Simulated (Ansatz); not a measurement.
# CH3S: the cost of one run

All numbers below are computed with Ansatz 0.2.0 (UKS r2SCAN/def2-SVP).

**1. The system as given**

Bond lengths: C1–S2 1.725 Å, C1–H3 1.164 Å, C1–H4 1.036 Å, S2–H5 1.348 Å. Angles: C1–S2–H5 100.7°, S2–C1–H3 116.9°, S2–C1–H4 119.6°, H3–C1–H4 123.5°.

As a file:

```xyz
5

C    -0.1024   -0.5962    0.1258
S     0.8264    0.8454    0.3095
H    -1.0231   -0.5421   -0.5846
H     0.1460   -1.4378    0.6757
H     0.2030    1.6571   -0.5678
```

**2. End point A**

input.yaml

```yaml
crystal:
  periodic: [false, false, false]
  atoms:
    - { symbol: C, position_ang: [-0.1024, -0.5962, 0.1258] }
    - { symbol: S, position_ang: [0.8264, 0.8454, 0.3095] }
    - { symbol: H, position_ang: [-1.0231, -0.5421, -0.5846] }
    - { symbol: H, position_ang: [0.146, -1.4378, 0.6757] }
    - { symbol: H, position_ang: [0.203, 1.6571, -0.5678] }
magnetization:
  spin_polarized: true
  initial_magnetization: 1
basis:
  gaussian: { orbitals: def2-SVP }
hamiltonian:
  xc: r2scan
relax:
  f_tol: 0.015
  max_steps: 40
```

Command:

```bash
$ ansatz run input.yaml --threads 1 --pin off --max-ram 2048MiB --backend cpu --events-out ev --progress --plain --runs-dir out
```

**Question.** How long does this run take on 1 thread of Arm Neoverse V2, shared host, and how much memory does it need?

About 13 s, with a peak of 0.14 GiB.
